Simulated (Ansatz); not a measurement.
System: C4H9, net charge -1, singlet state. It need not be the lowest isomer of its formula. Whether it binds its extra electron was not tested at this geometry. SMILES: C(C)[CH-]C
Structure (B3LYP-D3(BJ)/def2-TZVP (Ansatz, a quantum-chemistry and plane-wave program) minimum search):
```xyz
13

C      0.7240     1.7924    -0.0303
C      0.7603     0.2805    -0.0474
C     -0.6336    -0.2832    -0.0135
C     -0.6760    -1.8138    -0.0219
H      1.7284     2.2279     0.0603
H     -1.7014    -2.2086     0.0192
H      0.1094     2.2646     0.7962
H      0.2929     2.2042    -0.9577
H     -0.1328    -2.2127     0.8423
H     -0.1775    -2.1966    -0.9176
H      1.2973    -0.0678     0.8547
H     -1.2016     0.0790    -0.8868
H     -1.2633     0.0545     0.8680
```
Charge -1, spin multiplicity 1.

Parts of the frozen-core correlation energy in STO-3G (Ansatz, hartree). Frozen orbitals: 4; correlated occupied orbitals by spin: 13 and 13; virtual: 12 and 12. No spin-orbit coupling. No relativistic terms.

```
term                            value
-------------------------  ----------
reference (HF)             -154.59622
MP2 opposite-spin                 ___
MP2 same-spin                     ___
CCSD correlation             -0.26304
(T)                               ___
T1 diagnostic                   0.006
largest doubles amplitude       0.045
```

Question: Complete the blanks.

Answer: 
- MP2 opposite-spin, value: -0.17600
- MP2 same-spin, value: -0.02027
- (T), value: -0.00194
